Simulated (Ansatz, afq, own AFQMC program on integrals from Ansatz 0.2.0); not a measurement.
TiHIClO, quartet in def2-SVP, levels against AFQMC with the constraint released

```xyz
5

O    -0.6662    0.9025    0.9261
Ti   -0.5589   -0.3175   -0.5688
Cl   -0.9994   -2.4473   -1.1227
I    -0.0376    2.3917   -1.1641
H    -1.3361    1.3656    1.4412
```

Connectivity, by distances: OH–Ti(–I)–Cl.

Basis def2-SVP with its core potentials. Noble-gas cores (and the filled d shells of Ga–Kr and In–Xe) are frozen. Integrals, coupled cluster, full CI and functionals: Ansatz 0.2.0; the random walks run on the same integrals in our own AFQMC program. The CISD trial takes its coefficients from CCSD amplitudes. Released means that phaseless walkers are propagated on without the constraint, phases kept. Uncertainties: one standard error, sampling alone. No spin–orbit coupling. The metal's outer-core s and p shells are frozen, which shifts wave-function levels against functionals.

Determinant: UHF, the one that the program's search chose, which needn't be the lowest solution. The geometry is a PBE0/def2-SVP stationary point of this or a neighbouring charge and spin state.

No full CI on the walks' own integrals is used here. The released AFQMC energy serves as the reference, which it does only where one determinant dominates, the energy is flat over the last release times and near the phaseless one (40 meV or 2 meV an electron, half that with transition metals). On small molecules, where full CI could be run and the noise was under 10 meV, such values lay within 10 meV of it in 19 cases of 20, a flattering rate, since the rule was set on those same cases; what remains of the bias isn't in the error bar.

Cautions: no spin-orbit coupling; no relativity below Rb; outer-core shells of the metal frozen; inner d shell frozen; higher spins were not checked; the released value is read at 1.20 1/Eh with a noise of 12 meV, more than in the cases checked (meV from the phaseless value at times in 1/Eh: -16 ± 11 at 0.24, -19 ± 9 at 0.48, -25 ± 9 at 0.80, -20 ± 12 at 1.20); released reference can be 30 meV off for metals.

* T1 diagnostic: 0.0254
* weight of the determinant in the CISD state: 0.804
* ⟨S²⟩ of the determinant: 3.773
* size of the correlated space: 25 electrons in 70 orbitals

| level | correlation energy (eV) |
| --- | --- |
| MP2 | -12.5373 |
| CCSD | -13.4684 |
| CCSD(T) | -13.8063 |

(1) Estimate where phaseless AFQMC with a CISD trial lies against CCSD(T) on the same integrals.

(1) 1.41 ± 0.30 mEh below CCSD(T).

Reference: AFQMC with the constraint released, correlation energy -13.865 ± 0.012 eV.

```tsv
level	E − E(reference) (mEh)	share of correlation (%)
CCSD(T)	2.15 ± 0.46	99.58
ph-AFQMC/CISD	0.74 ± 0.54	99.86
```

Released energies are given only where the last usable release times agree within the noise; a slower fall can still hide under it.
